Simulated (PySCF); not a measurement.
**Deuteron quadrupole couplings in `C=C(F)[S@](C)=O`**

Compound: C3H5FOS.
Numbering: `[CH2:1]=[C:2]([F:3])[S@:4]([CH3:5])=[O:6]` (hydrogens: H7, H8 on C1; H9, H10, H11 on C5)

Cartesian coordinates in Å at the GFN2-xTB level; atoms count from 1:
```xyz
11
C3H5FOS angstrom
C      1.9119    0.2494    0.0356
C      0.8189   -0.0993    0.6758
F      0.7321   -1.1696    1.4864
S     -0.7512    0.8535    0.6014
C     -1.6092   -0.4695   -0.3684
O     -0.4734    1.9394   -0.3321
H      1.8750    1.1298   -0.5810
H      2.8327   -0.3037    0.0947
H     -1.6183   -1.3769    0.2245
H     -1.0890   -0.6172   -1.3086
H     -2.6240   -0.1331   -0.5543
```

Level: PBE0/pcSseg-1 (PySCF, non-relativistic); Q(2H) = 0.00286 b; rigid geometry, the same for H and D, with no vibrational averaging.

Question: Rank these positions by the coupling χzz of a deuteron there, largest first.
A. H9 (methyl hydrogen)
B. H8 (vinylic hydrogen)
C. H7 (vinylic hydrogen)

Answer: B (229 kHz), C (223 kHz), A (213 kHz).

Q: Tabulate Vzz, the asymmetry η and χzz = 234.96 MHz × Q × Vzz for every hydrogen position.

A: 
```json
{"atom": "H7", "bonded to": "C1", "bond length (Å)": "1.076", "Vzz (au)": "0.3319", "η": "0.05", "χzz (kHz)": "223"}
{"atom": "H8", "bonded to": "C1", "bond length (Å)": "1.076", "Vzz (au)": "0.3401", "η": "0.04", "χzz (kHz)": "229"}
{"atom": "H9", "bonded to": "C5", "bond length (Å)": "1.084", "Vzz (au)": "0.3162", "η": "0.04", "χzz (kHz)": "213"}
{"atom": "H10", "bonded to": "C5", "bond length (Å)": "1.085", "Vzz (au)": "0.3154", "η": "0.03", "χzz (kHz)": "212"}
{"atom": "H11", "bonded to": "C5", "bond length (Å)": "1.085", "Vzz (au)": "0.3159", "η": "0.04", "χzz (kHz)": "212"}
```

Q: Give the 2H NMR doublet splittings at H7 for a magnetic field along the z, y and x axes of the gradient: 3χ/2, 3χ(1 + η)/4, 3χ(1 − η)/4.

A: With |χ| = 223.0 kHz and η = 0.053: 335, 176 and 158 kHz, to first order and without motion.

Isolated species at its GFN2-xTB geometry (one conformer only). GFN2-xTB bond lengths can be off by several hundredths of an ångström, more for odd bonds, and the gradients follow them. A larger basis could move these couplings by a tenth or more.
